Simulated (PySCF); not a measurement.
**SiO: everyday levels beside a composite calculation**

PySCF; the state is a singlet (closed shell). The composite is CCSD(T) extrapolated to the basis-set limit from two correlation-consistent sets, with core-valence (CV) and scalar-relativistic (SR) terms as its label shows; it has no spin–orbit coupling and nothing beyond (T). Here it is CCSD(T)/CBS(TQ)+CV+SR. It gives Re = 1.512 Å, ωe = 1244 cm⁻¹ and De = 8.31 eV to Si + O.

| level | basis | relativity | Re (Å) | ωe (cm⁻¹) | De (eV) |
| --- | --- | --- | --- | --- | --- |
| RHF-SCS-MP2 | x2c-SVPall | spin-free X2C | 1.539 | 1200 | 7.65 |
| RHF-SCS-MP2 | 6-311G(d,p) | no relativity | 1.528 | 1214 | 7.71 |
| RHF-SCS-MP2 | def2-TZVPPD | no relativity | 1.527 | 1205 | 8.36 |
| PBE | x2c-SVPall | spin-free X2C | 1.545 | 1180 | 8.29 |
| revPBE | x2c-SVPall | spin-free X2C | 1.549 | 1171 | 7.95 |
| PW91 | aug-cc-pV(D+d)Z/aug-cc-pVDZ | no relativity | 1.541 | 1155 | 8.33 |
| r²SCAN | def2-SVP | no relativity | 1.530 | 1232 | 7.86 |
| PBE0 | def2-SVP | no relativity | 1.523 | 1261 | 7.63 |
| PBE0 | def2-TZVP | no relativity | 1.509 | 1276 | 7.90 |
| PBE0 | def2-TZVPP | no relativity | 1.508 | 1274 | 7.90 |

**Question.** Give the difference of each row from the composite.

**Answer.** 

| level | basis | ΔRe (pm) | Δωe (%) | ΔDe (eV) |
| --- | --- | --- | --- | --- |
| RHF-SCS-MP2 | x2c-SVPall | +2.7 | -3.5 | -0.66 |
| RHF-SCS-MP2 | 6-311G(d,p) | +1.6 | -2.4 | -0.60 |
| RHF-SCS-MP2 | def2-TZVPPD | +1.5 | -3.1 | +0.05 |
| PBE | x2c-SVPall | +3.3 | -5.1 | -0.02 |
| revPBE | x2c-SVPall | +3.7 | -5.9 | -0.36 |
| PW91 | aug-cc-pV(D+d)Z/aug-cc-pVDZ | +2.9 | -7.2 | +0.02 |
| r²SCAN | def2-SVP | +1.8 | -1.0 | -0.45 |
| PBE0 | def2-SVP | +1.1 | +1.4 | -0.68 |
| PBE0 | def2-TZVP | -0.3 | +2.6 | -0.41 |
| PBE0 | def2-TZVPP | -0.4 | +2.4 | -0.41 |

**Question.** Which rows come closest in De?

**Answer.** PBE in x2c-SVPall (-0.02 eV); PW91 in aug-cc-pV(D+d)Z/aug-cc-pVDZ (+0.02 eV), counted from the composite.

Correlated steps freeze 6 core orbitals. Correlated levels converge slowly with the basis: in double zeta they bind strong bonds too weakly, by up to about 1 eV, and carry superposition errors of some tenths. Where the molecule has an RHF reference, its open-shell atoms are computed with UHF. The CCSD T1 diagnostic is raised in SiO, a sign that a single reference may not be enough there.
